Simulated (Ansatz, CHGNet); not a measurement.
Ladder of methods for the lattice constant a of hcp Er

Reference value: 3.559 Å (measured, 293 K, not corrected to a static lattice; as tabulated in Wikipedia's data pages).

Problem. What do CHGNet 0.3.0, LDA, PBE, PBE-D4, r²SCAN+rVV10 give, and how far is each from the reference?

Solution. 
```
level (code)           value (Å)  difference (%)
---------------------  ---------  --------------
CHGNet 0.3.0               3.517           -1.18
LDA (Ansatz)               3.427           -3.71
PBE (Ansatz)               3.698           +3.91
PBE-D4 (Ansatz)            3.648           +2.50
r²SCAN+rVV10 (Ansatz)      3.585           +0.73
```

The reference is not for a static lattice or low temperature, so close values are not ranked against it. Off by more than 1.25 %, or 1.75 % on the side where a correction would as a rule narrow the miss (bounds picked here): PBE (+3.91 %), LDA (-3.71 %), PBE-D4 (+2.50 %).

The reference isn't brought to a static lattice, while the calculations are for one, so the differences are not the levels' errors alone. Spin-polarised runs: LDA (parallel moments), PBE (parallel moments), PBE-D4 (parallel moments), r²SCAN+rVV10 (parallel moments). LDA, PBE, PBE-D4, r²SCAN+rVV10: the 4f shell is treated without U or exact exchange, so its levels and filling can be wrong. Ansatz's density-functional and Hartree–Fock values are scalar-relativistic unless marked +SOC, with PAW data made under PBE.

Machine-learned potentials (CHGNet 0.3.0) are trained on DFT data: a solid inside that data is no test of them.

Differences are worked out from the printed values.

Ansatz is an electronic-structure program.
